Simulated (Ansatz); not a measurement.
BH$_{7}$OSi (`[BH3-][OH+][SiH3]`), 10 atoms. The species carries charge 0 and has multiplicity 1. All runs use 4 threads of an Arm Neoverse V1 on a shared host. Correlated methods freeze the cores. Open-shell runs search over several starts.

Question: How many basis functions does each run have, and how long does it take in Ansatz? RKS ωB97M-V/def2-QZVPP energy; UKS ωB97X-V/def2-TZVPP energy of the cation; UKS r2SCAN-D4/def2-TZVPP energy of the cation; RKS PBE0-D4/def2-QZVPP energy; UHF-CCSD(T)/def2-TZVPP energy of the cation; RKS HSE06 (plane-wave form)-D4/def2-TZVPP energy; RKS B2PLYP (frozen core)/def2-TZVPP energy; RKS PBE0-D4/def2-SVP energy; UKS PBE0-D4/def2-TZVPP energy of the cation; RKS r2SCAN0-D4/def2-TZVPP energy; UHF-MP2/def2-QZVPP energy of the cation; UKS ωB97M-V/def2-TZVPP energy of the cation. (Best estimate.)

Answer: Computed: Other jobs shared the machine, so times are rough.

| level | job | functions | wall time | peak host memory (GiB) |
| --- | --- | --- | --- | --- |
| RKS PBE0-D4/def2-SVP | energy | 81 | 0.55 s | 0.14 |
| RKS HSE06 (plane-wave form)-D4/def2-TZVPP | energy | 202 | 1.6 s | 0.43 |
| RKS B2PLYP (frozen core)/def2-TZVPP | energy | 202 | 2.4 s | 0.41 |
| RKS r2SCAN0-D4/def2-TZVPP | energy | 202 | 2.6 s | 0.43 |
| RKS PBE0-D4/def2-QZVPP | energy | 394 | 3.7 s | 0.99 |
| UKS PBE0-D4/def2-TZVPP | energy of the cation | 202 | 7 s | 0.49 |
| RKS ωB97M-V/def2-QZVPP | energy | 394 | 9.5 s | 1.3 |
| UKS r2SCAN-D4/def2-TZVPP | energy of the cation | 202 | 12 s | 0.54 |
| UKS ωB97X-V/def2-TZVPP | energy of the cation | 202 | 20 s | 0.84 |
| UKS ωB97M-V/def2-TZVPP | energy of the cation | 202 | 23 s | 0.89 |
| UHF-MP2/def2-QZVPP | energy of the cation | 394 | 2.2 min | 2 |
| UHF-CCSD(T)/def2-TZVPP | energy of the cation | 202 | 2.3 min | 6.3 |
